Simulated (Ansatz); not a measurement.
System: body-centred tetragonal In. Method: r²SCAN+rVV10 in Ansatz (plane waves, PAW).

Run with plane-wave cutoff 560 eV, 24×24×24 k mesh, Fermi–Dirac smearing 0.05 eV, scalar-relativistic PAW data made under PBE.

Results at a series of volumes:

```
V (Å³/atom)  E − E_lowest (meV/atom)  P (GPa)
-----------  -----------------------  -------
24.640                          6.40    2.084
25.153                          1.53    0.978
25.666                          0.00   -0.001
26.179                          1.42   -0.868
26.693                          5.44   -1.632
```

### Question
Estimate the bulk modulus and its pressure derivative from these points.

### Answer
V0 = 25.666 Å³/atom, B0 = 46.0 GPa, B′ = 5.2 (fit to the energies at full precision).

Shape and atoms are relaxed at each volume.

Measured, for comparison: bulk modulus 44.7 GPa (copied from a table, unchecked, extrapolated to 0 K and zero-point effects removed; as tabulated in Lejaeghere et al. (2013), arXiv:1204.2733). Computed (rounded) less measured: bulk modulus not scored (unchecked).

Note: the bulk modulus comes from volumes at which shape and atoms were relaxed.

Spin–orbit coupling is not included.

Computed values are for the static lattice.

Ansatz is a first-principles code.
